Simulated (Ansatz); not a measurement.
Abridged output of a molecular run in Ansatz:

```
Functional definition: HF
1188 factors; integrals over basis functions are off by at most 7.7e-4 eV
mean field evaluation 1: about -3564.7692 eV, gradient 2.7e1 eV
mean field evaluation 2: about -3564.7692 eV, gradient 2.7e1 eV
mean field evaluation 4: about -3566.1159 eV, gradient 2.7e0 eV
mean field evaluation 8: about -3566.1349 eV, gradient 5.5e-4 eV
mean field -3566.13486654 eV, -131.0530391322 hartree, gradient 1.7e-6 eV, S^2 0.000000; 0 other end points of the search recorded, 0 dependent functions left out
2 core orbitals not correlated: weight in the atoms' cores, before any rotation towards them, 1.000 or more for the frozen orbitals, at most 0.000 for the correlated occupied ones
reference -3566.13486654 eV, -131.0530391322 hartree; 7, 7 occupied and 191, 191 virtual orbitals, 1188 factors
second order -13.63707463 eV of doubles, -0.00000000 eV of singles
cycle   1  -13.50973688 eV  change    1.3e-1 eV  update   6.3e-2
cycle   2  -13.80852912 eV  change   -3.0e-1 eV  update   1.8e-2
cycle   3  -13.86176611 eV  change   -5.3e-2 eV  update   7.6e-3
cycle   4  -13.85792916 eV  change    3.8e-3 eV  update   1.7e-3
cycle   5  -13.85896993 eV  change   -1.0e-3 eV  update   6.9e-4
cycle   6  -13.85913734 eV  change   -1.7e-4 eV  update   2.2e-4
cycle   7  -13.85904177 eV  change    9.6e-5 eV  update   8.1e-5
cycle   8  -13.85903935 eV  change    2.4e-6 eV  update   3.1e-5
cycle   9  -13.85903735 eV  change    2.0e-6 eV  update   9.5e-6
perturbative correction -0.52212350 eV, -0.0191876847 hartree
Total energy: -3580.51602739 eV, -131.5815370455 hartree
```

Its atoms:

Z-matrix (Å, degrees):
```
N
O 1 1.423
H 1 1.016 2 104.5
H 1 1.016 2 104.5 3 111.2
H 2 0.960 1 102.8 3 124.4
```

**Question.** Which basis set was used?
A. def2-SVPD
B. cc-pV(Q+d)Z
C. cc-pV(D+d)Z
D. cc-pV(T+d)Z

**Answer.** B. It gives 200 functions.

**Question.** Write the keys of the input that set method, charge and spin (a neutral closed shell needs none for the last two).

**Answer.** 
```yaml
correlation: {method: ccsd_t}
```
